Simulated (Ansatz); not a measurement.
## Property card for NaTiO$_{2}$

Method: DFT PBEsol, scalar-relativistic, plane waves, PAW in Ansatz 0.2.0.

Settings: cutoff 420 eV, Γ-centred mesh 18×18×18 on the computed 4-atom cell, Gaussian smearing of 0.10 eV; no spin polarisation.

The structure is relaxed at this level of theory with its symmetry kept. Whether it is the stable form of this composition wasn't checked.

```yaml
crystal:
  lattice:
    - [1.47603, 0.85219, 5.48011]
    - [-1.47603, 0.85219, 5.48011]
    - [0.00000, -1.70438, 5.48011]
  atoms:
    - { symbol: Na, position: [0.00000, 0.00000, 0.00000] }
    - { symbol: Ti, position: [0.50000, 0.50000, 0.50000] }
    - { symbol: O, position: [0.76345, 0.76345, 0.76345] }
    - { symbol: O, position: [0.23655, 0.23655, 0.23655] }
```

**Question.** Formation energy from the elements' standard states (uncorrected)?

**Answer.** -2.532 eV/atom.

**Question.** Density of states at the Fermi level?

**Answer.** 1.84 states/eV per cell.

**Question.** Löwdin character within 0.5 eV of the Fermi level?

**Answer.** Ti 3d 85 %, O 2p 13 %.

**Question.** Bulk modulus?

**Answer.** 133 GPa.

**Question.** Its pressure derivative?

**Answer.** 4.6.

**Question.** Bader charges (e)?

**Answer.** Na (1 in the cell) 0.84, Ti (1 in the cell) 1.87, O (2 in the cell) -1.36.

Spin polarisation was left out, and a magnetic state may lie lower.

A ferromagnetic start lost its moments in a first run, so spin was left out; other magnetic orders weren't tried.

Cost: 6 runs of about 16 core-minutes in all, on Intel Xeon Platinum 8488C (Sapphire Rapids) (shared hosts).